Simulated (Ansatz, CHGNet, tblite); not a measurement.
## How well does each level of theory give the equilibrium lattice constant a of zinc-blende HgSe?

Reference value: 6.085 Å (measured, 293 K, no zero-point or thermal correction; as tabulated in Cardona et al. (2009), arXiv:0908.2634).

| level (code) | value (Å) | difference (%) |
|---|---|---|
| GFN1-xTB (tblite) | 6.159 | +1.22 |
| CHGNet 0.3.0 | 6.276 | +3.14 |
| LDA (Ansatz) | 6.063 | -0.36 |
| PBE (Ansatz) | 6.260 | +2.88 |
| PBE-D4 (Ansatz) | 6.172 | +1.43 |
| B3LYP (VWN-RPA form) (Ansatz) | 6.305 | +3.62 |
| Hartree–Fock (Ansatz) | 6.311 | +3.71 |

The reference is not for a static lattice or low temperature, so close values are not ranked against it. Off by more than 1.25 %, or 1.75 % on the side where a correction would as a rule narrow the miss (bounds picked here): Hartree–Fock (+3.71 %), B3LYP (VWN-RPA form) (+3.62 %), CHGNet 0.3.0 (+3.14 %), PBE (+2.88 %), PBE-D4 (+1.43 %).

The reference isn't brought to a static lattice, while the calculations are for one, so the differences are not the levels' errors alone. A static lattice is as a rule a little smaller than the measured one.  Density-functional levels without +SOC have no spin–orbit coupling. GFN1-xTB: the method was fitted mainly to molecules. GFN1-xTB: the run uses a supercell at the zone centre in place of a k mesh. B3LYP (VWN-RPA form), Hartree–Fock: the cell is over a tenth larger than the published one: the level's own overestimate first of all, though another phase or state, or a fault of the published cell, is possible. Cutoffs and k meshes differ between the levels. Ansatz's density-functional and Hartree–Fock values are scalar-relativistic unless marked +SOC, with PAW data made under PBE.

Machine-learned potentials (CHGNet 0.3.0) are trained on DFT data: a solid inside that data is no test of them.

Differences are worked out from the printed values.

Ansatz is a first-principles code.
